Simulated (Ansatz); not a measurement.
# HOCN (cyanic acid): CCSDT(Q)/STO-3G

Aim: the energy change on altering one bond length of HOCN (cyanic acid) at CCSDT(Q)/STO-3G, from 2 runs. 

The results are computed with Ansatz 0.2.0.

71 further runs of the same task are left out: 2 that didn't finish, 69 set aside as unsound or not needed.

## (1) The system as given

The species is HOCN (4 atoms), meant as a singlet with charge 0. SMILES: `N#CO`. The shape is that of a PBE0-D4/def2-TZVP optimisation.

Bond lengths: N1–C2 1.153 Å, C2–O3 1.290 Å, O3–H4 0.966 Å. Angles: N1–C2–O3 176.9°, C2–O3–H4 110.5°.

## (2) The energy at CCSDT(Q)/STO-3G

Contents of job.yaml:

```yaml
crystal:
  periodic: [false, false, false]
  atoms:
    - symbol: "N"
      position_ang: [-1.343020, -0.163260, 0.884430]
    - symbol: C
      position_ang: [-0.431900, 0.072570, 0.218870]
    - symbol: O
      position_ang: [0.558270, 0.398850, -0.541130]
    - symbol: H
      position_ang: [1.216640, -0.308160, -0.562170]
basis:
  gaussian: {orbitals: STO-3G}
correlation: {method: ccsdt_q, frozen_orbitals: {C: 1, H: 0, "N": 1, O: 1}}
accuracy: high
scf: {omitted_lower_state_checks: [cluster_reference, increment]}
```

Command:

```
ansatz run job.yaml --threads 1 --pin off --max-ram 3480MiB --events-out events.jsonl --progress --plain --runs-dir runs
```

Standard output, shortened:

```text
Warning: RAYON_NUM_THREADS=1 ignored (pool sized by the plan → 1); use --threads N
Functional definition: HF
  name "HF"
[...]
274 factors; integrals over basis functions are off by at most 3.1e-8 eV
[...]
mean field -4503.65889904 eV, -165.5064118502 hartree, gradient 2.3e-8 eV, S^2 0.000000; 0 other end points of the search recorded, 0 dependent functions left out
3 core orbitals not correlated: weight in the atoms' cores, before any rotation towards them, 1.000 or more for the frozen orbitals, at most 0.000 for the correlated occupied ones
reference -4503.65889904 eV, -165.5064118502 hartree; 8, 8 occupied and 5, 5 virtual orbitals, 274 factors
second order -4.99654012 eV of doubles, -0.00000000 eV of singles
cycle   1  -5.05691498 eV  change   -6.0e-2 eV  update   7.7e-2
[...]
cycle  23  -5.47423946 eV  change   6.7e-10 eV  update  6.6e-10
perturbative correction -0.04631242 eV, -0.0017019499 hartree
Total energy: -4509.17945092 eV, -165.7092883897 hartree
Checks for a lower state left out: cluster_reference, increment
```

Wall time 0.2 s (1 thread of Intel Xeon 6975P-C (Granite Rapids), shared host).

## (3) The distorted shape, same level

Contents of input.yaml:

```yaml
crystal:
  periodic: [false, false, false]
  atoms:
    - {symbol: N, position_ang: [-1.590569, -0.244832, 1.074435]}
    - {symbol: C, position_ang: [-0.679449, -0.009002, 0.408875]}
    - {symbol: O, position_ang: [0.558270, 0.398850, -0.541130]}
    - {symbol: H, position_ang: [1.216640, -0.308160, -0.562170]}
basis:
  gaussian:
    orbitals: STO-3G
scf:
  omitted_lower_state_checks: [cluster_reference, increment]
correlation:
  method: ccsdt_q
  frozen_orbitals: {C: 1, H: 0, "N": 1, O: 1}
accuracy: high
```

Command:

```
ansatz run input.yaml --threads 1 --pin off --max-ram 3480MiB --events-out events.jsonl --progress --plain --runs-dir runs
```

Standard output, shortened:

```text
Warning: RAYON_NUM_THREADS=1 ignored (pool sized by the plan → 1); use --threads N
[... 2 set-up lines as earlier in the session ...]
[...]
271 factors; integrals over basis functions are off by at most 1.2e-8 eV
[...]
mean field -4502.45515035 eV, -165.4621749017 hartree, gradient 2.4e-8 eV, S^2 0.000000; 0 other end points of the search recorded, 0 dependent functions left out; unrestricted orbitals would lower it
3 core orbitals not correlated: weight in the atoms' cores, before any rotation towards them, 1.000 or more for the frozen orbitals, at most 0.000 for the correlated occupied ones
reference -4502.45515035 eV, -165.4621749017 hartree; 8, 8 occupied and 5, 5 virtual orbitals, 271 factors
second order -5.37966937 eV of doubles, -0.00000000 eV of singles
cycle   1  -5.54026476 eV  change   -1.6e-1 eV  update   8.5e-2
[...]
cycle  27  -6.09059489 eV  change   3.7e-10 eV  update  9.3e-10
perturbative correction -0.05257335 eV, -0.0019320351 hartree
Total energy: -4508.59831859 eV, -165.6879321705 hartree
Checks for a lower state left out: cluster_reference, increment
```

It took 0.2 s on 1 thread of Intel Xeon 6975P-C (Granite Rapids), shared host.

## (4) What came out

Level: CCSDT(Q)/STO-3G, 3 core orbitals frozen.

| quantity | value |
| --- | --- |
| first shape: total energy | -165.70929 Eh |
| first shape: correlation energy (3 core orbitals frozen) | -202.9 mEh |
| first shape: T1 diagnostic | 0.010 |
| distorted shape: total energy | -165.68793 Eh |
| distorted shape: correlation energy (3 core orbitals frozen) | -225.8 mEh |
| distorted shape: T1 diagnostic | 0.012 |
| energy change with the C2–O3 bond stretched from 1.290 to 1.613 Å | 0.581 eV |

What this shows: With the C2–O3 bond stretched from 1.290 to 1.613 Å the energy rises by 0.58 eV (13.4 kcal/mol). The first shape isn't relaxed at this level, so the change isn't measured from a minimum. The minimal basis adds a large error of its own. The restricted solution (distorted shape) is unstable to spin breaking: an unrestricted one lies lower.
